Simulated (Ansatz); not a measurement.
A nudged elastic band was laid between two geometries of CH5B + ClH (9 atoms, charge 0, multiplicity 1).

Level of theory: Ansatz, RKS PBE0-D4/def2-SVP.

- movable images: 5
- climbing image: yes
- spring: 5.0 eV/Å²
- optimiser: quadratic models (default)
- start path: through a guess of the saddle point
- force threshold: 0.03 eV/Å
- iteration limit: 60
- end points: relaxed

Image 0:

```xyz
9
Properties=species:S:1:pos:R:3
B 0.013 -0.004 0.364
C 0.129 0.392 1.876
H -0.728 0.105 2.505
H 1.066 0.083 2.362
H 0.139 1.502 1.864
H 0.998 -0.008 -0.344
H -1.070 -0.021 -0.184
Cl 0.067 -2.576 0.539
H -1.048 -2.660 1.179
```

Image 6:

```xyz
9
Properties=species:S:1:pos:R:3
B -0.071 -0.690 -0.728
C -0.023 0.035 2.607
H -0.945 0.297 3.144
H 0.839 0.138 3.279
H 0.102 0.712 1.752
H 1.019 -0.187 -0.798
H -1.098 -0.065 -0.763
Cl -0.168 -2.423 -0.591
H -0.089 -1.003 2.257
```

(1) What changes between the two ends?

(2) Give the energies along the band, and the barrier.

(3) What is the geometry of the highest image?

(4) What are the harmonic wavenumbers there?

## Answers

(1) Bonds broken: B1–C2, Cl8–H9. Bonds formed: B1–Cl8, C2–H9. CH5B + ClH becomes BClH2 + CH4.

(2) The forces met the threshold. The highest image is number 3 of 0 to 6, 11.6 kcal/mol above the first end and 33.0 kcal/mol above the last; the last end lies 21.4 kcal/mol below the first. A vibrational analysis at the climbing image gives one clearly imaginary mode, 812i cm⁻¹: a first-order saddle point. The orbitals stay closed-shell, which can raise the energy where a bond breaks towards radicals; this wasn't checked here.

```tsv
image	path coordinate (Å)	energy (kcal/mol)	B1–C2 (Å)	Cl8–H9 (Å)	B1–Cl8 (Å)
0	0.00	0.0	1.57	1.29	2.58
1	0.80	0.2	1.57	1.29	2.61
2	1.61	2.4	1.57	1.29	2.65
3	2.41	11.6	1.68	1.50	2.13
4	3.28	-12.3	2.28	2.18	1.81
5	4.15	-20.4	2.92	2.74	1.75
6	5.02	-21.4	3.41	3.18	1.74
```

(3) 
```xyz
9
Properties=species:S:1:pos:R:3
B -0.051 -0.287 0.272
C -0.025 0.057 1.921
H -0.951 -0.090 2.495
H 0.847 -0.245 2.520
H 0.080 1.142 1.748
H 1.015 -0.085 -0.247
H -1.092 0.039 -0.234
Cl -0.170 -2.417 0.345
H -0.088 -1.299 1.338
```

(4) 812i, 178, 375, 479, 507, 732, 747, 805, 952, 1042, 1096, 1179, 1305, 1422, 1449, 1691, 2602, 2721, 3053, 3145, 3179 cm⁻¹.

Run time: 2.7 min on 1 thread of Arm Neoverse V2 (shared host), peak memory 0.16 GiB.
